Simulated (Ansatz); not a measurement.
# C₄H₄ClN: small, medium and large basis sets

The task here is to estimate one member of a computed series from the others.

Program: Ansatz 0.2.0, Gaussian basis. Level of theory: one geometry, several basis sets. These are calculated values, not measurements.

The runs, in order: PBE0-D4/def2-SVP; ωB97M-V/def2-SVP; PBE0-D4/def2-QZVPP; ωB97M-V/def2-QZVPP; the functionals' def2-TZVPP values are taken from earlier runs.

### The geometry

The geometry comes from an earlier relaxation with PBE0-D4 in a triple-zeta def2 set; it is a stationary point, not always the lowest conformer.

SMILES `Clc1ccc[nH]1`, 10 atoms, charge 0, spin multiplicity 1.

Atoms are counted from 1 here; the program's logs count them from 0.

Bond lengths: Cl1–C2 1.703 Å, C2–C3 1.368 Å, C2–N6 1.360 Å, C3–C4 1.418 Å, C3–H7 1.077 Å, C4–C5 1.370 Å, C4–H8 1.078 Å, C5–N6 1.366 Å, C5–H9 1.078 Å, N6–H10 1.004 Å. Angles: Cl1–C2–C3 130.6°, Cl1–C2–N6 120.5°, C3–C2–N6 109.0°, C2–C3–C4 106.3°, C2–C3–H7 125.8°, C4–C3–H7 127.9°, C3–C4–C5 107.8°, C3–C4–H8 126.4°, C5–C4–H8 125.7°, C4–C5–N6 107.7°, C4–C5–H9 131.1°, N6–C5–H9 121.1°, C2–N6–C5 109.1°, C2–N6–H10 124.4°, C5–N6–H10 126.4°.

Set-up of the first run:

The input, in.yaml:

```yaml
crystal:
  periodic: [false, false, false]
  atoms:
    - {symbol: Cl, position_ang: [1.691929, 0.278608, -2.210137]}
    - {symbol: C, position_ang: [0.681351, 0.028704, -0.861838]}
    - {symbol: C, position_ang: [0.382547, -1.115510, -0.173724]}
    - {symbol: C, position_ang: [-0.512580, -0.737365, 0.858672]}
    - {symbol: C, position_ang: [-0.721827, 0.612425, 0.758425]}
    - {symbol: N, position_ang: [0.013934, 1.070662, -0.297725]}
    - {symbol: H, position_ang: [0.764312, -2.099226, -0.391507]}
    - {symbol: H, position_ang: [-0.953921, -1.390344, 1.594745]}
    - {symbol: H, position_ang: [-1.328513, 1.281295, 1.346269]}
    - {symbol: H, position_ang: [0.066068, 2.019749, -0.620380]}
basis:
  gaussian: {orbitals: def2-SVP}
hamiltonian: {xc: pbe0, dispersion: d4}
output: {orbitals: {seedname: orbitals}}
```

Among the steps run: PBE0-D4 in def2-SVP; ωB97M-V in def2-SVP; PBE0-D4 in def2-QZVPP; ωB97M-V in def2-QZVPP.

One table of the session follows, with a row left open; its other results are not shown here.

It belongs to the step «Density functionals: the series». 

```
functional       basis  HOMO (eV)  LUMO (eV)
   PBE0-D4    def2-SVP      -6.07       1.01
   PBE0-D4  def2-TZVPP      -6.15       0.73
   PBE0-D4  def2-QZVPP      -6.19       0.44
   ωB97M-V    def2-SVP      -8.15       3.23
   ωB97M-V  def2-TZVPP          ?          ?
   ωB97M-V  def2-QZVPP      -8.29       1.51
```

Estimate the missing values for ωB97M-V, def2-TZVPP.

The run gave: HOMO (eV): -8.25; LUMO (eV): 2.41. In the column «HOMO (eV)» it lies between ωB97M-V, def2-QZVPP (-8.29) and ωB97M-V, def2-SVP (-8.15).
